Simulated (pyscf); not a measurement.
Thermochemistry of product channels of Cl–BH–Cl (SMILES ClBCl) + H• (SMILES [H]) on the doublet surface, in kcal/mol, from ωB97M-D3(BJ)/def2-TZVP energies (ideal gas, 1 atm, RRHO with modes under 100 cm⁻¹ raised to 100, one conformer, R ln 2 for rigid chiral ones). Optimised with ωB97X-D3(BJ)/def2-SVP in PySCF.

| products | ΔE | ΔH(298 K) | ΔG(298 K) | ΔG(1200 K) |
|---|---|---|---|---|
| Cl–Cl (SMILES ClCl) + BH₂• (SMILES [BH2]) | +86.2 | +86.8 | +84.3 | +78.0 |
| Cl• (SMILES [Cl]) + B–Cl (SMILES [B]Cl) [singlet] + H₂ (SMILES [H][H]) | +82.5 | +82.0 | +73.4 | +46.9 |
| Cl• (SMILES [Cl]) + H₂B–Cl (SMILES BCl) | +15.1 | +18.7 | +17.9 | +17.2 |
| [Cl–B–Cl]• (SMILES Cl[B]Cl) + H₂ (SMILES [H][H]) | +2.7 | +2.9 | +1.6 | -2.1 |

These are energies of the channels, which say nothing of barriers. Left out: orbital degeneracy and the spin-orbit lowering of Cl.
